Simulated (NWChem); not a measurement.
Species: ethylene (C₂H₄); SMILES C=C

Computed with NWChem. Geometry: optimised at PBE0/def2-SVP. Level: PBE0/def2-SVP with SMD (1 M gas to 1 M solution), gas-phase geometry.

### Question
Order these by “cavity-dispersion-structure term (kcal/mol)”, lowest first: ethyl acetate; water; toluene; N,N-dimethylformamide.

### Answer
toluene (0.0), ethyl acetate (0.6), N,N-dimethylformamide (1.3), water (3.2)
